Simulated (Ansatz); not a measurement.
SiBH₅⁺, that is BH2(SiH3) with one electron fewer. The state is a doublet with charge 1. Geometry B3LYP-D4/def2-TZVP, that of the neutral singlet; atoms count from 1.

```xyz
7

B     0.2105   -0.9950   -0.6350
H    -0.3980   -1.9986   -0.4318
H     0.9720   -0.9927   -1.5511
Si   -0.1035    0.6585    0.4650
H     1.0741    1.5595    0.5284
H    -0.5545    0.3724    1.8496
H    -1.2007    1.3961   -0.2249
```

Problem. Estimate the Mulliken populations from the PBE0/def2-TZVP orbitals of Ansatz.

Solution. 
```json
{"atom": "B1", "charge (e)": "0.09", "spin (α − β)": "0.46"}
{"atom": "H2", "charge (e)": "0.18", "spin (α − β)": "0.06"}
{"atom": "H3", "charge (e)": "0.18", "spin (α − β)": "0.06"}
{"atom": "Si4", "charge (e)": "0.17", "spin (α − β)": "0.30"}
{"atom": "H5", "charge (e)": "0.12", "spin (α − β)": "0.03"}
{"atom": "H6", "charge (e)": "0.12", "spin (α − β)": "0.03"}
{"atom": "H7", "charge (e)": "0.14", "spin (α − β)": "0.06"}
```
Mulliken values depend strongly on the basis.

Problem. Where does the spin sit?

Solution. Summed by element: B 0.46, H 0.24, Si 0.30, of 1 unpaired in all. Largest on single atoms: B1 0.46, Si4 0.30, H7 0.06.

Problem. And the Mayer bond orders between heavy atoms (over 0.3)?

Solution. B1–Si4 0.65 (2.01 Å).
